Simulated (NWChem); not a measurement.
hydrogen peroxide (H₂O₂); SMILES OO

```xyz
4

O      0.0626    -0.7065    -0.0547
O     -0.0626     0.7065    -0.0547
H     -0.7294    -0.9624     0.4375
H      0.7294     0.9624     0.4375
```
Atoms are numbered in this order, from 1.

All runs: NWChem. All runs use the structure optimised with PBE0/def2-SVP. Ions are spin-unrestricted doublets at the neutral geometry; other ion states weren't tried.

What does the run give for CAM-B3LYP/def2-SVP? Quantities: vertical ionisation energy, ΔSCF (eV); −ε(HOMO) (eV).


```
Property                               Value
-------------------------------------  -----
vertical ionisation energy, ΔSCF (eV)  11.29
−ε(HOMO) (eV)                           9.14
```
